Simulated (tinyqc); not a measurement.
Inside a calculation. Method: coupled-perturbed Hartree-Fock on RHF in the sto-3g basis, for NH3, spin multiplicity 1. One step of it, computed by the program tinyqc.

Question. Coupled step 2. U_ai = -(mu_ai + sum_bj [4 (ai|bj) - (ab|ij) - (aj|bi)] U_bj) / (e_a - e_i); alpha = -4 sum U_ai mu_ai.

U after step 1:
```
          i1        i2         i3         i4         i5
a6  0.000361  0.010894   0.000000  -0.000004  -0.268588
a7  0.000000  0.000000   0.000000  -0.168444   0.000004
a8  0.000000  0.000000  -0.168444   0.000000   0.000000
```

dipole integrals <a|z|i> (bohr):
```
           i1         i2        i3        i4         i5
a6  -0.019002   0.028594  0.000000  0.000004   0.157454
a7   0.000000  -0.000002  0.000000  0.219377  -0.000003
a8   0.000000   0.000000  0.219378  0.000000   0.000000
```

orbital energies (hartree): MO1 -15.271191, MO2 -1.034259, MO3 -0.556929, MO4 -0.556929, MO5 -0.313982, MO6 0.559023, MO7 0.740941, MO8 0.740943

Two-electron integrals over orbitals (pq|rs), unique and non-zero (hartree):
```
(11|11) 4.127131    (21|11) -0.347557   (21|21) 0.046041    (22|11) 0.836734
(22|21) -0.010728   (22|22) 0.593471    (31|31) 0.008963    (32|31) 0.014699
(32|32) 0.124153    (33|11) 0.698184    (33|21) -0.004009   (33|22) 0.547258
(33|33) 0.573004    (41|11) -1.19e-06   (41|21) 1.22e-07    (41|22) -1.58e-07
(41|33) -0.002854   (41|41) 0.008963    (42|11) 1.56e-07    (42|21) -8.00e-08
(42|22) -9.99e-07   (42|33) -0.049614   (42|41) 0.014699    (42|42) 0.124153
(43|31) -0.002854   (43|32) -0.049614   (43|43) 0.045547    (44|11) 0.698183
(44|21) -0.004009   (44|22) 0.547257    (44|33) 0.481908    (44|41) 0.002854
(44|42) 0.049615    (44|44) 0.573004    (51|11) -0.073554   (51|21) 0.008094
(51|22) -0.007394   (51|33) -0.002449   (51|41) 4.01e-08    (51|44) -0.002449
(51|51) 0.023329    (52|11) 0.036872    (52|21) -0.003833   (52|22) -0.011630
(52|33) -0.001581   (52|41) -5.86e-09   (52|42) -1.19e-08   (52|44) -0.001581
(52|51) 0.025130    (52|52) 0.111905    (53|31) 0.001655    (53|32) -0.001402
(53|43) 0.004636    (53|53) 0.025935    (54|11) 4.87e-07    (54|21) -2.59e-08
(54|22) 1.11e-07    (54|33) 0.004636    (54|41) 0.001655    (54|42) -0.001403
(54|44) -0.004636   (54|51) 9.02e-08    (54|52) 3.17e-07    (54|54) 0.025935
(55|11) 0.958070    (55|21) -0.010651   (55|22) 0.620254    (55|33) 0.547032
(55|41) -2.92e-08   (55|42) 8.32e-08    (55|44) 0.547032    (55|51) 0.008526
(55|52) 0.054181    (55|54) 4.34e-07    (55|55) 0.765193    (61|11) -0.301285
(61|21) 0.040692    (61|22) -0.008290   (61|33) -0.003169   (61|41) 3.66e-07
(61|42) 3.37e-07    (61|44) -0.003169   (61|51) 0.002847    (61|52) -0.008101
(61|54) 9.13e-09    (61|55) -0.010370   (61|61) 0.036843    (62|11) 0.307375
(62|21) -0.009315   (62|22) 0.111186    (62|33) 0.068642    (62|41) 1.69e-07
(62|42) 8.62e-07    (62|44) 0.068641    (62|51) -0.008370   (62|52) -0.011840
(62|54) 2.45e-07    (62|55) 0.147499    (62|61) -0.006600   (62|62) 0.083836
(63|31) 0.004787    (63|32) -0.028508   (63|43) 0.035530    (63|53) 0.006654
(63|63) 0.061296    (64|11) 0.000007    (64|21) -1.52e-07   (64|22) 2.88e-06
(64|33) 0.035533    (64|41) 0.004787    (64|42) -0.028510   (64|44) -0.035529
(64|51) -1.61e-08   (64|52) 4.05e-07    (64|54) 0.006654    (64|55) 3.58e-06
(64|62) 2.43e-06    (64|64) 0.061299    (65|11) -0.056992   (65|21) -0.001252
(65|22) -0.035574   (65|33) -0.016300   (65|41) 7.11e-08    (65|42) 4.81e-07
(65|44) -0.016299   (65|51) 0.018295    (65|52) 0.061927    (65|54) 5.79e-07
(65|55) -0.016579   (65|61) -0.004699   (65|62) -0.032618   (65|64) -5.91e-07
(65|65) 0.048124    (66|11) 0.677610    (66|21) -0.008509   (66|22) 0.504320
(66|33) 0.485317    (66|41) 3.97e-07    (66|42) 3.74e-06    (66|44) 0.485321
(66|51) -0.012332   (66|52) -0.035610   (66|54) -3.67e-07   (66|55) 0.499581
(66|61) -0.005008   (66|62) 0.057961    (66|64) -7.70e-07   (66|65) -0.033843
(66|66) 0.482899    (71|11) 0.000006    (71|21) -8.82e-07   (71|33) -0.003647
(71|41) 0.013584    (71|42) 0.020616    (71|44) 0.003648    (71|51) -7.16e-08
(71|52) 1.36e-07    (71|54) 0.002542    (71|55) 1.97e-07    (71|61) -3.98e-07
(71|62) 4.26e-07    (71|64) 0.006827    (71|65) 1.81e-07    (71|66) 7.32e-07
(71|71) 0.020662    (72|11) -0.000007   (72|21) 1.68e-07    (72|22) -2.77e-06
(72|33) 0.014551    (72|41) 0.011603    (72|42) 0.032068    (72|44) -0.014554
(72|51) 1.48e-07    (72|52) 5.96e-08    (72|54) 0.011225    (72|55) -3.40e-06
(72|61) 4.44e-07    (72|62) -9.33e-07   (72|64) 0.040994    (72|65) 7.40e-07
(72|66) -1.12e-06   (72|71) 0.016592    (72|72) 0.055302    (73|31) 0.002521
(73|32) 0.044087    (73|43) -0.015255   (73|53) -0.004490   (73|63) -0.029852
(73|73) 0.035586    (74|11) 0.305485    (74|21) -0.005888   (74|22) 0.114332
(74|33) 0.092577    (74|41) -0.002521   (74|42) -0.044086   (74|44) 0.062068
(74|51) 0.000310    (74|52) 0.021807    (74|54) 0.004490    (74|55) 0.155689
(74|61) -0.005174   (74|62) 0.082074    (74|64) 0.029853    (74|65) -0.012824
(74|66) 0.044581    (74|71) -0.003912   (74|72) 0.002359    (74|74) 0.132465
(75|11) 7.44e-07    (75|21) 1.70e-08    (75|22) 3.49e-07    (75|33) -0.009867
(75|41) 0.003701    (75|42) 0.024842    (75|44) 0.009868    (75|51) -3.75e-07
(75|52) -1.35e-06   (75|54) 0.020661    (75|55) 4.78e-08    (75|61) 1.95e-07
(75|62) 7.21e-07    (75|64) -0.008852   (75|65) -4.07e-07   (75|66) 1.36e-06
(75|71) 0.005479    (75|72) 0.008393    (75|74) -0.009527   (75|75) 0.028260
(76|11) 1.38e-06    (76|21) -2.44e-08   (76|22) -2.40e-07   (76|33) -0.052024
(76|41) 0.012254    (76|42) 0.104781    (76|44) 0.052026    (76|51) 2.04e-07
(76|52) 7.38e-07    (76|54) -0.007410   (76|55) 8.43e-07    (76|61) 2.90e-07
(76|62) 5.75e-07    (76|64) -0.047951   (76|65) 8.61e-07    (76|66) 4.29e-06
(76|71) 0.017695    (76|72) 0.007068    (76|74) -0.050548   (76|75) 0.020671
(76|76) 0.113509    (77|11) 0.800604    (77|21) -0.008771   (77|22) 0.550025
(77|33) 0.490044    (77|41) -0.000343   (77|42) 0.027749    (77|44) 0.562956
(77|51) -0.001562   (77|52) 0.007729    (77|54) -0.006623   (77|55) 0.566621
(77|61) -0.007156   (77|62) 0.080580    (77|64) -0.039415   (77|65) -0.013429
(77|66) 0.494394    (77|71) -0.000775   (77|72) -0.025200   (77|74) 0.077768
(77|75) 0.005551    (77|76) 0.040734    (77|77) 0.585077    (81|31) 0.013584
(81|32) 0.020616    (81|43) -0.003647   (81|53) 0.002542    (81|63) 0.006827
(81|73) 0.003912    (81|81) 0.020662    (82|31) 0.011603    (82|32) 0.032067
(82|43) 0.014553    (82|53) 0.011225    (82|63) 0.040994    (82|73) -0.002362
(82|81) 0.016592    (82|82) 0.055302    (83|11) 0.305485    (83|21) -0.005889
(83|22) 0.114331    (83|33) 0.062068    (83|41) 0.002521    (83|42) 0.044087
(83|44) 0.092577    (83|51) 0.000310    (83|52) 0.021807    (83|54) -0.004490
(83|55) 0.155689    (83|61) -0.005174   (83|62) 0.082074    (83|64) -0.029850
(83|65) -0.012824   (83|66) 0.044584    (83|71) 0.003912    (83|72) -0.002363
(83|74) 0.064223    (83|75) 0.009528    (83|76) 0.050551    (83|77) 0.101586
(83|83) 0.132466    (84|31) 0.002521    (84|32) 0.044087    (84|43) -0.015255
(84|53) -0.004490   (84|63) -0.029851   (84|73) 0.032659    (84|81) 0.003912
(84|82) -0.002361   (84|84) 0.035585    (85|31) 0.003701    (85|32) 0.024842
(85|43) -0.009867   (85|53) 0.020661    (85|63) -0.008851   (85|73) 0.009527
(85|81) 0.005479    (85|82) 0.008393    (85|84) 0.009527    (85|85) 0.028260
(86|31) 0.012254    (86|32) 0.104780    (86|43) -0.052023   (86|53) -0.007410
(86|63) -0.047947   (86|73) 0.050550    (86|81) 0.017695    (86|82) 0.007068
(86|84) 0.050549    (86|85) 0.020671    (86|86) 0.113506    (87|31) 0.000342
(87|32) -0.027755   (87|43) 0.036459    (87|53) 0.006624    (87|63) 0.039419
(87|73) -0.011913   (87|81) 0.000774    (87|82) 0.025198    (87|84) -0.011912
(87|85) -0.005552   (87|86) -0.040739   (87|87) 0.040083    (88|11) 0.800604
(88|21) -0.008771   (88|22) 0.550026    (88|33) 0.562958    (88|41) 0.000342
(88|42) -0.027753   (88|44) 0.490042    (88|51) -0.001562   (88|52) 0.007729
(88|54) 0.006624    (88|55) 0.566621    (88|61) -0.007156   (88|62) 0.080581
(88|64) 0.039421    (88|65) -0.013430   (88|66) 0.494391    (88|71) 0.000774
(88|72) 0.025196    (88|74) 0.101588    (88|75) -0.005551   (88|76) -0.040737
(88|77) 0.504920    (88|83) 0.077766    (88|88) 0.585080
```

Give: U after step 2; polarisability.

Answer.

U after step 2:
```
       i1     i2      i3      i4      i5
a6  0.000  0.012   0.000   0.000  -0.302
a7  0.000  0.000   0.000  -0.175   0.000
a8  0.000  0.000  -0.175   0.000   0.000
```

polarisability = 0.496 bohr^3
